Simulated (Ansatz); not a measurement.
# CCSDT(Q)/STO-6G (density fitting with def2-universal-jkfit) run of AlH3S (SMILES [AlH2][SH])

Aim: the energy change on altering one bond length of AlH3S at CCSDT(Q)/STO-6G (density fitting with def2-universal-jkfit), from 2 runs. 

The calculation is run with Ansatz 0.2.0.

6 further runs of the same task are left out: 4 for a known fault of the program, 1 that didn't finish, 1 set aside as unsound or not needed.

### 1 The molecule

AlH3S: 5 atoms, total charge 0, spin state singlet. As SMILES, `[AlH2][SH]`. The coordinates come from a PBE0-D4/def2-TZVP relaxation.

Bond lengths: Al1–S2 2.181 Å, Al1–H3 1.579 Å, Al1–H4 1.581 Å, S2–H5 1.344 Å. Angles: Al1–S2–H5 93.7°, S2–Al1–H3 116.5°, S2–Al1–H4 118.9°, H3–Al1–H4 124.6°.

### 2 A single-point energy at CCSDT(Q)/STO-6G (density fitting with def2-universal-jkfit)

job.yaml

```yaml
basis:
  gaussian:
    orbitals: STO-6G.json
    fitting:
      mean_field: def2-universal-jkfit
crystal:
  periodic: [false, false, false]
  atoms:
    - {symbol: Al, position_ang: [-0.616100, -0.064200, -0.181700]}
    - {symbol: S, position_ang: [1.129100, -0.343100, 1.096600]}
    - {symbol: H, position_ang: [-1.981700, -0.650100, 0.351100]}
    - {symbol: H, position_ang: [-0.441100, 0.696000, -1.556400]}
    - {symbol: H, position_ang: [1.959700, 0.287800, 0.249000]}
hamiltonian:
  pseudopotentials:
    relativity: none
correlation:
  method: ccsdt_q
output:
  orbitals: {seedname: orbitals}
```

The basis set STO-6G is read from a file made from the Basis Set Exchange's data (not shown).

The run is started by

```
$ ansatz run job.yaml --threads 1 --pin off --max-ram 2610MiB --events-out events.jsonl --progress --plain --runs-dir runs
```

The log of the run:

```text
Warning: RAYON_NUM_THREADS=1 ignored (pool sized by the plan → 1); use --threads N
Functional definition: HF
  name "HF"
  exchange = exact_x
  correlation = 0
310 factors; integrals over basis functions are off by at most 6.3e-3 eV
mean field evaluation 1: about -17384.2299 eV, gradient 1.8e1 eV
mean field evaluation 2: about -17385.5797 eV, gradient 3.5e0 eV
mean field evaluation 4: about -17385.6379 eV, gradient 6.7e-2 eV
mean field evaluation 8: about -17385.5798 eV, gradient 3.5e0 eV
mean field -17385.63798065 eV, -638.9104113802 hartree, gradient 1.4e-6 eV, S^2 0.000000; 0 other end points of the search recorded, 0 dependent functions left out
10 core orbitals not correlated: weight in the atoms' cores, before any rotation towards them, 0.999 or more for the frozen orbitals, at most 0.000 for the correlated occupied ones
reference -17385.63798065 eV, -638.9104113802 hartree; 6, 6 occupied and 5, 5 virtual orbitals, 310 factors
second order -1.48729596 eV of doubles, -0.00000000 eV of singles
cycle   1  -1.87950113 eV  change   -3.9e-1 eV  update   6.6e-2
cycle   2  -2.10102005 eV  change   -2.2e-1 eV  update   2.7e-2
cycle   3  -2.15569329 eV  change   -5.5e-2 eV  update   1.4e-2
cycle   4  -2.16132151 eV  change   -5.6e-3 eV  update   4.1e-3
cycle   5  -2.16094218 eV  change    3.8e-4 eV  update   1.5e-3
cycle   6  -2.16063061 eV  change    3.1e-4 eV  update   4.6e-4
cycle   7  -2.16047923 eV  change    1.5e-4 eV  update   1.6e-4
cycle   8  -2.16046642 eV  change    1.3e-5 eV  update   5.7e-5
cycle   9  -2.16048741 eV  change   -2.1e-5 eV  update   1.6e-5
cycle  10  -2.16048846 eV  change   -1.1e-6 eV  update   6.2e-6
cycle  11  -2.16048757 eV  change    8.9e-7 eV  update   2.5e-6
cycle  12  -2.16048794 eV  change   -3.7e-7 eV  update   5.9e-7
perturbative correction -0.00017090 eV, -0.0000062805 hartree
Total energy: -17387.79863949 eV, -638.9898141281 hartree
```

It took 0.16 s on 1 thread of Arm Neoverse V2, shared host.

### 3 The distorted shape

job.yaml

```yaml
basis:
  gaussian:
    orbitals: STO-6G.json
    fitting:
      mean_field: def2-universal-jkfit
crystal:
  periodic: [false, false, false]
  atoms:
    - {symbol: Al, position_ang: [-0.441608, -0.092085, -0.053891]}
    - {symbol: S, position_ang: [1.129100, -0.343100, 1.096600]}
    - {symbol: H, position_ang: [-1.807208, -0.677985, 0.478909]}
    - {symbol: H, position_ang: [-0.266608, 0.668115, -1.428591]}
    - {symbol: H, position_ang: [1.959700, 0.287800, 0.249000]}
hamiltonian:
  pseudopotentials:
    relativity: none
correlation:
  method: ccsdt_q
output:
  orbitals: {seedname: orbitals}
```

The basis set STO-6G is read from a file made from the Basis Set Exchange's data (not shown).

The run is started by

```
$ ansatz run job.yaml --threads 1 --pin off --max-ram 2610MiB --events-out events.jsonl --progress --plain --runs-dir runs
```

The log of the run:

```text
Warning: RAYON_NUM_THREADS=1 ignored (pool sized by the plan → 1); use --threads N
[... 4 set-up lines as earlier in the session ...]
310 factors; integrals over basis functions are off by at most 6.2e-3 eV
mean field evaluation 1: about -17384.3484 eV, gradient 1.6e1 eV
mean field evaluation 2: about -17385.4432 eV, gradient 3.2e0 eV
mean field evaluation 4: about -17385.4879 eV, gradient 5.1e-2 eV
mean field evaluation 8: about -17385.4432 eV, gradient 3.2e0 eV
mean field -17385.48791762 eV, -638.9048966655 hartree, gradient 1.1e-6 eV, S^2 0.000000; 0 other end points of the search recorded, 0 dependent functions left out
10 core orbitals not correlated: weight in the atoms' cores, before any rotation towards them, 0.999 or more for the frozen orbitals, at most 0.000 for the correlated occupied ones
reference -17385.48791762 eV, -638.9048966655 hartree; 6, 6 occupied and 5, 5 virtual orbitals, 310 factors
second order -1.47207822 eV of doubles, -0.00000000 eV of singles
cycle   1  -1.84916411 eV  change   -3.8e-1 eV  update   6.4e-2
cycle   2  -2.06735986 eV  change   -2.2e-1 eV  update   2.5e-2
cycle   3  -2.11322470 eV  change   -4.6e-2 eV  update   1.1e-2
cycle   4  -2.11639979 eV  change   -3.2e-3 eV  update   3.1e-3
cycle   5  -2.11605702 eV  change    3.4e-4 eV  update   8.7e-4
cycle   6  -2.11586841 eV  change    1.9e-4 eV  update   2.9e-4
cycle   7  -2.11576069 eV  change    1.1e-4 eV  update   8.1e-5
cycle   8  -2.11575482 eV  change    5.9e-6 eV  update   2.8e-5
cycle   9  -2.11576650 eV  change   -1.2e-5 eV  update   7.9e-6
cycle  10  -2.11576510 eV  change    1.4e-6 eV  update   2.8e-6
cycle  11  -2.11576472 eV  change    3.8e-7 eV  update   1.1e-6
perturbative correction 0.00035037 eV, 0.0000128757 hartree
Total energy: -17387.60333197 eV, -638.9826367090 hartree
```

Run time: 0.16 s. Hardware: 1 thread of Arm Neoverse V2, shared host.

### 4 What came out

Level: CCSDT(Q)/STO-6G (density fitting with def2-universal-jkfit), 10 core orbitals frozen.

```
                                                          quantity          value
                                         first shape: total energy  -638.98981 Eh
                  first shape: HOMO energy (Hartree–Fock orbitals)       -6.72 eV
                  first shape: LUMO energy (Hartree–Fock orbitals)        8.61 eV
                first shape: HOMO–LUMO gap (Hartree–Fock orbitals)       15.33 eV
         first shape: correlation energy (10 core orbitals frozen)      -79.4 mEh
                                        first shape: T1 diagnostic          0.013
                                     distorted shape: total energy  -638.98264 Eh
              distorted shape: HOMO energy (Hartree–Fock orbitals)       -7.50 eV
              distorted shape: LUMO energy (Hartree–Fock orbitals)        9.07 eV
            distorted shape: HOMO–LUMO gap (Hartree–Fock orbitals)       16.57 eV
     distorted shape: correlation energy (10 core orbitals frozen)      -77.7 mEh
                                    distorted shape: T1 diagnostic          0.012
energy change with the Al1–S2 bond shortened from 2.181 to 1.963 Å       0.195 eV
```

What this shows: With the Al1–S2 bond shortened from 2.181 to 1.963 Å the energy rises by 0.20 eV (18.8 kJ/mol). The first shape isn't relaxed at this level, so the change isn't measured from a minimum. The minimal basis adds a large error of its own.
